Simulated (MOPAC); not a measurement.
MOPAC input (MNDO):

```
MNDO 1SCF CHARGE=-1 GEO-OK AUX(PRECISION=9) THREADS=1
C2H3O

O     1.18305207 1    0.34569777 1    0.00221414 1
C    -0.01560079 1    0.64877161 1   -0.00691488 1
C    -0.95954357 1   -0.64362375 1    0.00203245 1
H    -0.38234312 1   -1.58832861 1    0.01484689 1
H    -1.61996547 1   -0.59478565 1    0.87932223 1
H    -1.61124183 1   -0.61335505 1   -0.88258769 1
```

Output:

```
 *******************************************************************************
 **                                                                           **
 **                              MOPAC v23.2.5                                **
 **                                                                           **
 *******************************************************************************
 ** MOPAC's Digital Object Identifier: https://doi.org/10.5281/zenodo.6511958 **
 **                                                                           **
 ** Please cite the open-source release paper for use of this MOPAC version:  **
 ** J. E. Moussa and J. J. P. Stewart (2026)                                  **
 ** MOPAC: An open-source semiempirical molecular orbital program             **
 ** J. Open Source Softw., 11(119), 8025, https://doi.org/10.21105/joss.08025 **
 *******************************************************************************

                              MNDO CALCULATION RESULTS

 *******************************************************************************
 *  MNDO       - The MNDO Hamiltonian to be used
 *  GEO-OK     - OVERRIDE INTERATOMIC DISTANCE AND OTHER SAFETY CHECKS
 *
 *
 *
 *                 CHARGE ON SYSTEM = -1
 *
 *
 *
 *  1SCF       - DO 1 SCF AND THEN STOP
 *  AUX        - OUTPUT AUXILIARY INFORMATION
 *******************************************************************************
MNDO 1SCF CHARGE=-1 GEO-OK AUX(PRECISION=9) THREADS=1
 C2H3O

   ATOM   CHEMICAL          X               Y               Z
  NUMBER   SYMBOL      (ANGSTROMS)     (ANGSTROMS)     (ANGSTROMS)

     1       O          1.18305207  *   0.34569777  *   0.00221414  *
     2       C         -0.01560079  *   0.64877161  *  -0.00691488  *
     3       C         -0.95954357  *  -0.64362375  *   0.00203245  *
     4       H         -0.38234312  *  -1.58832861  *   0.01484689  *
     5       H         -1.61996547  *  -0.59478565  *   0.87932223  *
     6       H         -1.61124183  *  -0.61335505  *  -0.88258769  *

          CARTESIAN COORDINATES

    NO.       ATOM           X           Y           Z

     1         O          1.1831      0.3457      0.0022
     2         C         -0.0156      0.6488     -0.0069
     3         C         -0.9595     -0.6436      0.0020
     4         H         -0.3823     -1.5883      0.0148
     5         H         -1.6200     -0.5948      0.8793
     6         H         -1.6112     -0.6134     -0.8826

  H: (MNDO): M.J.S. DEWAR, W. THIEL, J. AM. CHEM. SOC., 99, 4899, (1977)
  C: (MNDO): M.J.S. DEWAR, W. THIEL, J. AM. CHEM. SOC., 99, 4899, (1977)
  O: (MNDO): M.J.S. DEWAR, W. THIEL, J. AM. CHEM. SOC., 99, 4899, (1977)

           Empirical Formula: C2 H3 O  =     6 atoms

      MOLECULAR POINT GROUP   :   Cs

      RHF CALCULATION, NO. OF DOUBLY OCCUPIED LEVELS = 9

 -------------------------------------------------------------------------------
 MNDO 1SCF CHARGE=-1 GEO-OK AUX(PRECISION=9) THREADS=1
 C2H3O

     1SCF WAS SPECIFIED, SO BFGS WAS NOT USED
     SCF FIELD WAS ACHIEVED

                              MNDO CALCULATION
                                                       MOPAC v23.2.5 Linux

          FINAL HEAT OF FORMATION =         -9.10086 KCAL/MOL =     -38.07799 KJ/MOL

          COSMO AREA              =         81.40 SQUARE ANGSTROMS
          COSMO VOLUME            =         63.54 CUBIC ANGSTROMS

          IONIZATION POTENTIAL    =          0.989822 EV
          HOMO LUMO ENERGIES (EV) =         -0.990  8.862
          NO. OF FILLED LEVELS    =          9
          MOLECULAR WEIGHT        =         43.0451         POINT GROUP:  Cs

          MOLECULAR DIMENSIONS (Angstroms)

            Atom       Atom       Distance
            H     5    O     1     3.08395
            H     4    C     2     2.02376
            H     6    O     1     1.66936

          SCF CALCULATIONS        =          1

   ATOM   CHEMICAL          X               Y               Z
  NUMBER   SYMBOL      (ANGSTROMS)     (ANGSTROMS)     (ANGSTROMS)

     1       O          1.18305207  *   0.34569777  *   0.00221414  *
     2       C         -0.01560079  *   0.64877161  *  -0.00691488  *
     3       C         -0.95954357  *  -0.64362375  *   0.00203245  *
     4       H         -0.38234312  *  -1.58832861  *   0.01484689  *
     5       H         -1.61996547  *  -0.59478565  *   0.87932223  *
     6       H         -1.61124183  *  -0.61335505  *  -0.88258769  *

                             CARTESIAN COORDINATES

   1    O        1.183052070     0.345697770     0.002214140
   2    C       -0.015600790     0.648771610    -0.006914880
   3    C       -0.959543570    -0.643623750     0.002032450
   4    H       -0.382343120    -1.588328610     0.014846890
   5    H       -1.619965470    -0.594785650     0.879322230
   6    H       -1.611241830    -0.613355050    -0.882587690

           Empirical Formula: C2 H3 O  =     6 atoms

      MOLECULAR POINT GROUP   :   Cs

                  EIGENVALUES
 -34.21518 -24.65651 -12.84933  -8.61774  -8.53423  -7.65734  -5.80692  -5.66993
  -0.98982   8.86181  10.05574  10.19792  10.60852  11.92264  15.47629

              NET ATOMIC CHARGES AND DIPOLE CONTRIBUTIONS

  ATOM NO.   TYPE          CHARGE      No. of ELECS.   s-Pop       p-Pop
    1          O          -0.533388        6.5334     1.88093     4.65246
    2          C          -0.192451        4.1925     1.66184     2.53061
    3          C          -0.083037        4.0830     1.25759     2.82544
    4          H          -0.068869        1.0689     1.06887
    5          H          -0.061128        1.0611     1.06113
    6          H          -0.061128        1.0611     1.06113
 DIPOLE           X         Y         Z       TOTAL
 POINT-CHG.    -1.160    -0.039    -0.005     1.161
 HYBRID        -0.081    -1.890     0.020     1.892
 SUM           -1.241    -1.929     0.014     2.294

          ATOMIC ORBITAL ELECTRON POPULATIONS

     Atom    s        px        py        pz
    1  O   1.88093   1.31184   1.87895   1.46167
    2  C   1.66184   0.86929   1.11562   0.54570
    3  C   1.25759   0.98345   0.99856   0.84343
    4  H   1.06887
    5  H   1.06113
    6  H   1.06113

 **********************
 *                    *
 * JOB ENDED NORMALLY *
 *                    *
 **********************

 == MOPAC DONE ==
```

The dipole moment of an ion depends on the origin.
